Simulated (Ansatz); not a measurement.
## The standard entropy of CHClF2 (difluorochloromethane) from a frequency calculation

A singlet with charge 0, relaxed at r2SCAN/def2-TZVP (Ansatz 0.2.0):

```xyz
5

F     0.0394   -0.5712    1.2278
C     0.1118    0.0265    0.0291
F     0.8482   -0.7498   -0.7800
Cl   -1.5206    0.2097   -0.6448
H     0.5713    1.0110    0.1266
```

Harmonic wavenumbers in cm⁻¹: 363, 404, 596, 784, 1102, 1116, 1313, 1359, 3112.

Masses in u: F 18.998, C 12.011, Cl 35.45, H 1.008. Take T = 298.15 K, p = 1 bar, R = 8.3145 J/(mol K), kT/hc = 207.22 cm⁻¹, rigid rotor and harmonic oscillator.

Work out S° at 298 K.


1. Translation (Sackur–Tetrode): S = R[3/2 ln M + 5/2 ln T − 1.1517] with M = 86.465 gives 164.5 J/(mol K).
2. Rotation: principal moments 49.512, 106.198, 146.306 u Å² give A, B, C = 0.3405, 0.1587, 0.1152 cm⁻¹; the symmetry number is σ = 1; q = (√π/σ)√((kT/hc)³/ABC) = 67011; S = R(ln q + 3/2) = 104.9.
3. Vibration: with u = ν̃/207.22, each mode gives R[u/(eᵘ − 1) − ln(1 − e⁻ᵘ)]; the sum is 12.1, most from 363 cm⁻¹ (4.6), 404 cm⁻¹ (4.0), 596 cm⁻¹ (1.9).
4. Electronic: R ln 1 = 0.0, from the spin multiplicity alone.
5. Sum: 164.5 + 104.9 + 12.1 + 0.0 = 281.5 J/(mol K).

The tabulated value is 280.9 J/(mol K) (CRC Handbook of Chemistry and Physics): the model is off by +0.6.
